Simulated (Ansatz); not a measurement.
# BSiHO+ (doublet): wave-function methods side by side, def2-TZVPP

An exercise on one series of results from a longer session: the logs are not shown, and one member is left open.

Method: def2-TZVPP, core rule «outside noble gas», up to 7 orbitals frozen; program: Ansatz 0.2.0, Gaussian basis.

Plan: UHF; ROHF; CCSD(T) on UHF.

2 further runs of the same task are left out: 2 set aside as unsound or not needed.

**The system**

The geometry is a PBE0/def2-TZVP stationary point (not a proven minimum) of the parent state, kept for this charge and spin.

4 atoms, charge 1, spin multiplicity 2.

Atoms are counted from 1 here; the program's logs count them from 0.

Bond lengths: B1–Si2 1.800 Å, B1–H4 1.175 Å, Si2–O3 1.513 Å. Angles: Si2–B1–H4 180.0°, B1–Si2–O3 180.0°.

Coordinates:

```
B     0.0000    0.0000    0.9843
Si    0.0000    0.0000   -0.8153
O     0.0000    0.0000   -2.3284
H     0.0000    0.0000    2.1595
```

Set-up of the first run:

The input, in.yaml:

```yaml
crystal:
  periodic: [false, false, false]
  atoms:
    - {symbol: B, position_ang: [0.000000, 0.000000, 0.984275]}
    - {symbol: Si, position_ang: [0.000000, 0.000000, -0.815325]}
    - {symbol: O, position_ang: [0.000000, 0.000000, -2.328425]}
    - {symbol: H, position_ang: [0.000000, 0.000000, 2.159475]}
basis:
  gaussian: {orbitals: def2-TZVPP}
total_charge: 1
magnetization: {spin_polarized: true, initial_magnetization: 1}
hamiltonian: {xc: hf}
output: {orbitals: {seedname: orbitals}}
```

Launch:

```bash
$ ansatz run in.yaml --threads 1 --pin off --events-out ev --progress --plain --max-ram 4096MiB --backend cpu
```

Steps of the session up to this table: UHF; ROHF; CCSD(T) on UHF.

One of the session's tables, all rows but one given; the rest of the session is left out.

It belongs to the step «Misses and costs». 

```
  method  from UCCSD(T) (meV)
    ROHF             +11883.2
     UHF                    ?
    UMP2               +918.4
   UCCSD               +613.7
UCCSD(T)                    0
```

Q: Estimate the row for UHF from the others.

**Answer.** from UCCSD(T) (meV): +11792.2. In the column «from UCCSD(T) (meV)» it lies between UMP2 (+918.4) and ROHF (+11883.2).
